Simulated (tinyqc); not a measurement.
Worked calculation: RHF in the sto-3g basis, for HF, spin multiplicity 1. One step of it, computed by the program tinyqc.

Question. Iteration 2: building the Fock matrix. J_ij = sum D_kl (ij|kl), K_ij = sum D_kl (ik|jl); F = H + J - 0.5 K; E = tr D H + tr D J / 2 - 0.25 tr D K + E_nn.

D after iteration 1:
```
            1F 1s      1F 2s    1F 2px    1F 2py     1F 2pz      2H 1s
1F 1s    2.113943  -0.476626  0.000000  0.000000   0.072589  -0.031654
1F 2s   -0.476626   2.027246  0.000000  0.000000  -0.400783   0.011519
1F 2px   0.000000   0.000000  2.000000  0.000000   0.000000   0.000000
1F 2py   0.000000   0.000000  0.000000  2.000000   0.000000   0.000000
1F 2pz   0.072589  -0.400783  0.000000  0.000000   1.285735   0.646411
2H 1s   -0.031654   0.011519  0.000000  0.000000   0.646411   0.348990
```

core Hamiltonian H = T + V (hartree):
```
             1F 1s       1F 2s     1F 2px     1F 2py     1F 2pz      2H 1s
1F 1s   -40.591574   -9.524504   0.000000   0.000000  -0.014514  -1.916559
1F 2s    -9.524504  -11.065883   0.000000   0.000000  -0.174330  -3.972695
1F 2px    0.000000    0.000000  -8.725658   0.000000   0.000000   0.000000
1F 2py    0.000000    0.000000   0.000000  -8.725658   0.000000   0.000000
1F 2pz   -0.014514   -0.174330   0.000000   0.000000  -8.837685  -2.588611
2H 1s    -1.916559   -3.972695   0.000000   0.000000  -2.588611  -5.362662
```

Two-electron integrals (ij|kl) in chemists' order, unique and non-zero (hartree):
```
(11|11) 5.403501   (21|11) 0.841920   (21|21) 0.156299   (22|11) 1.268028
(22|21) 0.292344   (22|22) 0.926167   (31|31) 0.027998   (32|31) 0.043169
(32|32) 0.204588   (33|11) 1.264502   (33|21) 0.292403   (33|22) 0.925959
(33|33) 0.997514   (41|41) 0.027998   (42|41) 0.043169   (42|42) 0.204588
(43|43) 0.053770   (44|11) 1.264502   (44|21) 0.292403   (44|22) 0.925959
(44|33) 0.889973   (44|44) 0.997514   (51|51) 0.027998   (52|51) 0.043169
(52|52) 0.204588   (53|53) 0.053770   (54|54) 0.053770   (55|11) 1.264502
(55|21) 0.292403   (55|22) 0.925959   (55|33) 0.889973   (55|44) 0.889973
(55|55) 0.997514   (61|11) 0.170895   (61|21) 0.031438   (61|22) 0.058361
(61|33) 0.058275   (61|44) 0.058275   (61|51) 0.001284   (61|52) 0.002396
(61|55) 0.058542   (61|61) 0.006388   (62|11) 0.410849   (62|21) 0.095899
(62|22) 0.336447   (62|33) 0.331682   (62|44) 0.331682   (62|51) 0.006496
(62|52) 0.049639   (62|55) 0.345658   (62|61) 0.019538   (62|62) 0.147445
(63|31) 0.010301   (63|32) 0.060042   (63|53) 0.010578   (63|63) 0.022429
(64|41) 0.010301   (64|42) 0.060042   (64|54) 0.010578   (64|64) 0.022429
(65|11) 0.269938   (65|21) 0.063849   (65|22) 0.239895   (65|33) 0.229465
(65|44) 0.229465   (65|51) 0.014105   (65|52) 0.093892   (65|55) 0.260487
(65|61) 0.013584   (65|62) 0.128835   (65|65) 0.134206   (66|11) 0.543353
(66|21) 0.128916   (66|22) 0.519818   (66|33) 0.501570   (66|44) 0.501570
(66|51) 0.011581   (66|52) 0.122617   (66|55) 0.555700   (66|61) 0.026465
(66|62) 0.284530   (66|65) 0.288761   (66|66) 0.774606
```

nuclear repulsion = 5.09913801 hartree

Give: Coulomb J; exchange K; Fock matrix F; total energy of this density.

Answer.

Coulomb J (hartree):
```
          1F 1s   1F 2s  1F 2px  1F 2py   1F 2pz   2H 1s
1F 1s   20.4118  3.8968  0.0000  0.0000  -0.0082  0.7831
1F 2s    3.8968  9.6694  0.0000  0.0000   0.0074  3.4595
1F 2px   0.0000  0.0000  9.6664  0.0000   0.0000  0.0000
1F 2py   0.0000  0.0000  0.0000  9.6664   0.0000  0.0000
1F 2pz  -0.0082  0.0074  0.0000  0.0000   9.6489  2.4520
2H 1s    0.7831  3.4595  0.0000  0.0000   2.4520  5.3522
```

exchange K (hartree):
```
          1F 1s    1F 2s  1F 2px  1F 2py   1F 2pz   2H 1s
1F 1s   11.0788   1.9221  0.0000  0.0000   0.0032  0.4055
1F 2s    1.9221   3.1280  0.0000  0.0000  -0.0985  1.1895
1F 2px   0.0000   0.0000  2.6267  0.0000   0.0000  0.0000
1F 2py   0.0000   0.0000  0.0000  2.6267   0.0000  0.0000
1F 2pz   0.0032  -0.0985  0.0000  0.0000   2.3153  0.8543
2H 1s    0.4055   1.1895  0.0000  0.0000   0.8543  1.1033
```

Fock matrix F (hartree):
```
           1F 1s    1F 2s   1F 2px   1F 2py   1F 2pz    2H 1s
1F 1s   -25.7191  -6.5888   0.0000   0.0000  -0.0243  -1.3362
1F 2s    -6.5888  -2.9605   0.0000   0.0000  -0.1176  -1.1080
1F 2px    0.0000   0.0000  -0.3726   0.0000   0.0000   0.0000
1F 2py    0.0000   0.0000   0.0000  -0.3726   0.0000   0.0000
1F 2pz   -0.0243  -0.1176   0.0000   0.0000  -0.3464  -0.5637
2H 1s    -1.3362  -1.1080   0.0000   0.0000  -0.5637  -0.5621
```

total energy of this density = -98.540469 hartree
